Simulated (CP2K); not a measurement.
**PBE0/TZV2P-MOLOPT-PBE0-GTH (core potential) run of SiH4O2 (SMILES O[SiH2]O)**

Aim: the energy change on altering one bond length of SiH4O2 at PBE0/TZV2P-MOLOPT-PBE0-GTH (core potential), from 2 runs. 

Program for the calculation: CP2K 2026.2.

3 further runs of the same task are left out: 1 that didn't finish, 2 set aside as unsound or not needed.

### 1 The structure to begin with

SiH4O2 has 7 atoms, charge 0, and is taken as a singlet. SMILES: `O[SiH2]O`. Geometry: relaxed at PBE0-D4/def2-TZVP. This is one conformer, not always the lowest.

Bond lengths: O1–Si2 1.642 Å, Si2–O3 1.642 Å, O1–H4 0.958 Å, Si2–H5 1.481 Å, Si2–H6 1.481 Å, O3–H7 0.958 Å. Angles: O1–Si2–O3 113.5°, O1–Si2–H5 111.5°, O1–Si2–H6 103.9°, O3–Si2–H5 103.9°, O3–Si2–H6 111.5°, Si2–O1–H4 117.7°, Si2–O3–H7 117.7°, H5–Si2–H6 112.9°.

### 2 A single-point energy at PBE0/TZV2P-MOLOPT-PBE0-GTH (core potential)

Input file molecule.xyz:

```xyz
7

O     -1.385150    -0.243860    -0.354380
Si     0.051410     0.422210     0.079240
O      1.274030    -0.668570     0.183160
H     -1.456660    -0.615580    -1.234790
H      0.526670     1.393040    -0.933360
H     -0.229300     1.048860     1.391580
H      1.219010    -1.336090     0.868560
```

Input file molecule.inp:

```
&FORCE_EVAL
 METHOD QS
 &DFT
  BASIS_SET_FILE_NAME BASIS_MOLOPT_UZH
  BASIS_SET_FILE_NAME BASIS_ADMM_UZH
  POTENTIAL_FILE_NAME POTENTIAL_UZH
  # Quickstep
  &QS
   METHOD GPW
   EPS_DEFAULT 1.0E-10
  &END QS
  # real-space grids
  &MGRID
   CUTOFF 400
   REL_CUTOFF 50
   NGRIDS 4
  &END MGRID
  # no periodic images
  &POISSON
   PERIODIC NONE
   POISSON_SOLVER MULTIPOLE
  &END POISSON
  &SCF
   SCF_GUESS ATOMIC
   EPS_SCF 1.0E-06
   MAX_SCF 30
   &OT
    MINIMIZER DIIS
    PRECONDITIONER FULL_ALL
   &END OT
   &OUTER_SCF
    EPS_SCF 1.0E-06
    MAX_SCF 5
   &END OUTER_SCF
  &END SCF
  &XC
   &XC_FUNCTIONAL
    &PBE
     SCALE_X 0.75
     SCALE_C 1.0
    &END PBE
   &END XC_FUNCTIONAL
   # exact exchange
   &HF
    FRACTION 0.25
    &SCREENING
     EPS_SCHWARZ 1.0E-09
    &END SCREENING
    &MEMORY
     MAX_MEMORY 1050
    &END MEMORY
   &END HF
  &END XC
  &AUXILIARY_DENSITY_MATRIX_METHOD
   ADMM_TYPE ADMMS
   EXCH_CORRECTION_FUNC PBEX
  &END AUXILIARY_DENSITY_MATRIX_METHOD
  # extra output
  &PRINT
   &MOMENTS
    PERIODIC F
    REFERENCE COM
    MAX_MOMENT 1
   &END MOMENTS
   &MO_CUBES
    NLUMO 1
    NHOMO -1
    WRITE_CUBE F
   &END MO_CUBES
   &HIRSHFELD OFF
   &END HIRSHFELD
  &END PRINT
 &END DFT
 &SUBSYS
  # vacuum box
  &CELL
   ABC 9.7 9.7 9.6
   PERIODIC NONE
  &END CELL
  &TOPOLOGY
   COORD_FILE_NAME molecule.xyz
   COORD_FILE_FORMAT XYZ
   &CENTER_COORDINATES
   &END CENTER_COORDINATES
  &END TOPOLOGY
  &KIND O
   BASIS_SET ORB TZV2P-MOLOPT-PBE0-GTH-q6
   BASIS_SET AUX_FIT admm-tzp-q6
   POTENTIAL GTH-PBE0-q6
  &END KIND
  &KIND Si
   BASIS_SET ORB TZV2P-MOLOPT-PBE0-GTH-q4
   BASIS_SET AUX_FIT admm-tzp-q4
   POTENTIAL GTH-PBE0-q4
  &END KIND
  &KIND H
   BASIS_SET ORB TZV2P-MOLOPT-PBE0-GTH-q1
   BASIS_SET AUX_FIT admm-tzp-q1
   POTENTIAL GTH-PBE0-q1
  &END KIND
 &END SUBSYS
&END FORCE_EVAL
&GLOBAL
 PROJECT_NAME molecule
 RUN_TYPE ENERGY
 PRINT_LEVEL MEDIUM
&END GLOBAL
```

Launch:

```console
$ OMP_NUM_THREADS=1 cp2k.psmp molecule.inp > molecule.out
```

Standard output:

```text
CP2K| version string:                                       CP2K version 2026.2
[...]
 GLOBAL| Method name                                                        CP2K
[...]
 GLOBAL| Run type                                                         ENERGY
[...]
 DFT| Spin restricted Kohn-Sham (RKS) calculation                            RKS
 DFT| Multiplicity                                                             1
[...]
 DFT| Charge                                                                   0
[...]
 FUNCTIONAL| PBE:
 QS| Method:                                                                 GPW
[...]
 QS| Density cutoff [a.u.]:                                                200.0
[...]
 QS| Relative density cutoff [a.u.]:                                        25.0
[...]
                             - Atoms:                                          7
[...]
                             - Spherical basis functions:                    143
[...]
 Number of electrons:                                                         20
[...]
     1 OT DIIS     0.15E+00    9.5     0.18374405       -35.3828588613 -3.54E+01
[...]
     2 OT DIIS     0.15E+00    8.2     0.00000057       -38.4168208891 -2.14E-10
  *** SCF run converged in     2 steps ***
[...]
  Overlap energy of the core charge distribution:               0.00000012852979
  Self energy of the core charge distribution:                -98.07478331829547
  Core Hamiltonian energy:                                     28.00212389288056
  Hartree energy:                                              41.36943363101232
  Exchange-correlation energy:                                 -7.46499804057603
  Hartree-Fock Exchange energy:                                -2.24859718263237
  Total energy:                                               -38.41682088908121
[...]
                     Mulliken Population Analysis
 #  Atom  Element  Kind  Atomic population                           Net charge
       1     O        1          6.378946                             -0.378946
       2     Si       2          3.350406                              0.649594
       3     O        1          6.379406                             -0.379406
       4     H        3          0.869081                              0.130919
       5     H        3          1.076598                             -0.076598
       6     H        3          1.076544                             -0.076544
       7     H        3          0.869020                              0.130980
 # Total charge                             20.000000                 -0.000000
[...]
  Dipole moment [Debye]
    X= -0.1138423E+00 Y= -0.9349794E+00 Z= -0.1738454E+00  Total=      0.9577937
[...]
 WARNING : did not converge in ot_eigensolver
 number of iterations          299  exceeded maximum
 current gradient / target gradient   8.0941004371371818E-004  /    1.0000000000000001E-005
[...]
 HOMO - LUMO gap [eV] :    9.287614
 ENERGY| Total FORCE_EVAL ( QS ) energy [hartree]            -38.416820889081208
[...]
```

Wall time 4.1 min (1 thread of Intel Xeon at 2.50GHz (Skylake/Cascade Lake), shared host); peak memory 0.9 GiB.

### 3 The distorted shape

Input file mol.inp:

```
&GLOBAL
 PROJECT mol
 RUN_TYPE ENERGY
 PRINT_LEVEL MEDIUM
&END GLOBAL

&FORCE_EVAL
 METHOD QUICKSTEP
 &DFT
  BASIS_SET_FILE_NAME BASIS_MOLOPT_UZH
  BASIS_SET_FILE_NAME BASIS_ADMM_UZH
  POTENTIAL_FILE_NAME POTENTIAL_UZH
  &QS
   METHOD GPW
   EPS_DEFAULT 1.0E-10
  &END QS
  &MGRID
   CUTOFF 400
   REL_CUTOFF 50
   NGRIDS 4
  &END MGRID
  &POISSON
   PERIODIC NONE
   POISSON_SOLVER MULTIPOLE
  &END POISSON
  &SCF
   SCF_GUESS ATOMIC
   EPS_SCF 1.0E-06
   MAX_SCF 40
   &OT
    MINIMIZER DIIS
    PRECONDITIONER FULL_ALL
   &END OT
   &OUTER_SCF
    EPS_SCF 1.0E-06
    MAX_SCF 8
   &END OUTER_SCF
  &END SCF
  &XC
   &XC_FUNCTIONAL
    &PBE
     SCALE_X 0.75
     SCALE_C 1.0
    &END PBE
   &END XC_FUNCTIONAL
   &HF
    FRACTION 0.25
    &SCREENING
     EPS_SCHWARZ 1.0E-09
    &END SCREENING
    &MEMORY
     MAX_MEMORY 1050
    &END MEMORY
   &END HF
  &END XC
  &AUXILIARY_DENSITY_MATRIX_METHOD
   ADMM_TYPE ADMMS
   EXCH_CORRECTION_FUNC PBEX
  &END AUXILIARY_DENSITY_MATRIX_METHOD
  &PRINT
   &MOMENTS
    PERIODIC F
    REFERENCE COM
    MAX_MOMENT 1
   &END MOMENTS
   &MO_CUBES
    NLUMO 3
    NHOMO -1
    WRITE_CUBE F
   &END MO_CUBES
   &HIRSHFELD OFF
   &END HIRSHFELD
  &END PRINT
 &END DFT
 &SUBSYS
  &CELL
   ABC 11.5 9.8 10.1
   PERIODIC NONE
  &END CELL
  &COORD
   UNIT bohr
   O     -5.8752417    -1.9712754    -1.6530020
   Si     0.0971508     0.7978613     0.1497419
   O      2.4075678    -1.2634142     0.3461222
   H     -6.0103760    -2.6737244    -3.3167358
   H      0.9952621     2.6324641    -1.7637948
   H     -0.4333142     1.9820581     2.6297051
   H      2.3035950    -2.5248442     1.6413405
  &END COORD
  &TOPOLOGY
   &CENTER_COORDINATES
   &END CENTER_COORDINATES
  &END TOPOLOGY
  &KIND O
   BASIS_SET ORB TZV2P-MOLOPT-PBE0-GTH-q6
   BASIS_SET AUX_FIT admm-tzp-q6
   POTENTIAL GTH-PBE0-q6
  &END KIND
  &KIND Si
   BASIS_SET ORB TZV2P-MOLOPT-PBE0-GTH-q4
   BASIS_SET AUX_FIT admm-tzp-q4
   POTENTIAL GTH-PBE0-q4
  &END KIND
  &KIND H
   BASIS_SET ORB TZV2P-MOLOPT-PBE0-GTH-q1
   BASIS_SET AUX_FIT admm-tzp-q1
   POTENTIAL GTH-PBE0-q1
  &END KIND
 &END SUBSYS
&END FORCE_EVAL
```

Launch:

```console
$ OMP_NUM_THREADS=1 cp2k.psmp -i mol.inp > mol.out 2>&1
```

Standard output (excerpt; [...] marks lines left out):

```text
CP2K| version string:                                       CP2K version 2026.2
[...]
 GLOBAL| Method name                                                        CP2K
[...]
 GLOBAL| Run type                                                         ENERGY
[...]
 DFT| Spin restricted Kohn-Sham (RKS) calculation                            RKS
 DFT| Multiplicity                                                             1
[...]
 DFT| Charge                                                                   0
[...]
 FUNCTIONAL| PBE:
 QS| Method:                                                                 GPW
[...]
 QS| Density cutoff [a.u.]:                                                200.0
[...]
 QS| Relative density cutoff [a.u.]:                                        25.0
[...]
                             - Atoms:                                          7
[...]
                             - Spherical basis functions:                    143
[...]
 Number of electrons:                                                         20
[...]
     1 OT DIIS     0.15E+00   11.7     0.21813683       -35.2932338187 -3.53E+01
[...]
     5 OT DIIS     0.15E+00   10.1     0.00000037       -38.1912493668 -1.07E-09
  *** SCF run converged in     5 steps ***
[...]
  Overlap energy of the core charge distribution:               0.00000011963497
  Self energy of the core charge distribution:                -98.07478331829547
  Core Hamiltonian energy:                                     27.50820120637161
  Hartree energy:                                              41.83454740747741
  Exchange-correlation energy:                                 -7.28946677341537
  Hartree-Fock Exchange energy:                                -2.16974800861725
  Total energy:                                               -38.19124936684410
[...]
                     Mulliken Population Analysis
 #  Atom  Element  Kind  Atomic population                           Net charge
       1     O        1          6.507637                             -0.507637
       2     Si       2          3.389613                              0.610387
       3     O        1          6.304019                             -0.304019
[...]
  Dipole moment [Debye]
    X=  0.5281778E+01 Y=  0.1440047E+01 Z=  0.1769168E+01  Total=      5.7533361
[...]
 HOMO - LUMO gap [eV] :    2.106074
 ENERGY| Total FORCE_EVAL ( QS ) energy [hartree]            -38.191249366844097
[...]
```

It took 8 min on 1 thread of Intel Xeon at 2.50GHz (Skylake/Cascade Lake), shared host; peak memory 1.1 GiB.

### 4 Results

Level: PBE0/TZV2P-MOLOPT-PBE0-GTH (core potential).

| quantity | value |
| --- | --- |
| first shape: total energy | -38.41682 Eh |
| first shape: dipole moment | 0.96 D |
| first shape: HOMO energy | -8.91 eV |
| first shape: LUMO energy | 0.37 eV |
| first shape: HOMO–LUMO gap | 9.29 eV |
| distorted shape: total energy | -38.19125 Eh |
| distorted shape: dipole moment | 5.75 D |
| distorted shape: HOMO energy | -6.38 eV |
| distorted shape: LUMO energy | -4.27 eV |
| distorted shape: HOMO–LUMO gap | 2.11 eV |
| energy change with the O1–Si2 bond stretched from 1.642 to 3.612 Å | 6.138 eV |

In words: One bond (distorted shape) is far stretched, which a spin-restricted single reference describes badly; a broken-symmetry solution may lie lower. With the O1–Si2 bond stretched from 1.642 to 3.612 Å the energy rises by 6.14 eV (592 kJ/mol). A restricted reference can't describe the breaking bond well at this length.
